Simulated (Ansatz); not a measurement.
## Basis or method: Si–Ge bond energy of H3Si–Ge

H3Si–Ge, doublet; coordinates (Å): Si -0.006 0.000 1.693; Ge -0.001 0.000 -0.747; H 1.462 0.000 1.996; H -0.595 1.204 2.347; H -0.595 -1.204 2.347. Quantity: Si–Ge bond energy, to SiH3 (doublet) + Ge.

Ansatz 0.2.0, basis cc-pVDZ or cc-pVTZ; geometries are PBE0/def2-TZVP minima. Wave-function levels freeze the cores with the filled d shells of p-block atoms; HF, MP2 and coupled cluster are restricted for singlets and unrestricted otherwise, atoms included, restricted open-shell where a d shell is frozen, Kohn–Sham unrestricted where that lies lower. The reference is CCSDT(Q) (coupled cluster only where its series has nearly closed). Semilocal and hybrid functionals correlate all electrons outside any core potential and usually lie nearer their basis limit than the reference, so part of their error here is the reference's basis and frozen-core error; RPA and the MP2 part of double hybrids freeze the same cores as the reference. None of these values is a measured one. Energies are electronic, without zero-point terms. No spin–orbit coupling and no scalar relativity. The species are chosen: bound, without strong static correlation by their natural occupations or amplitudes, in their lowest spin state as far as vertical gaps and like structures tell, and with a ladder that closes on the reference, so errors are smaller than for species at large; levels whose determinant breaks symmetry or spin markedly are left out.

```
    level  cc-pVDZ (kJ/mol)  cc-pVTZ (kJ/mol)
reference  196.2 (CCSDT(Q))  219.4 (CCSDT(Q))
     CCSD             189.3             210.8
  CCSD(T)             195.2             218.5
    CCSDT             195.8             218.8
      PBE             234.5             236.9
   r2SCAN             223.9             227.5
    B3LYP             220.6             223.3
  RPA-PBE             182.9             197.7
```

From cc-pVDZ to cc-pVTZ the reference moves by 23.2 kJ/mol and PBE by 2.4; the step from CCSD(T) to the reference is 1.0 in the first and 0.9 in the last.
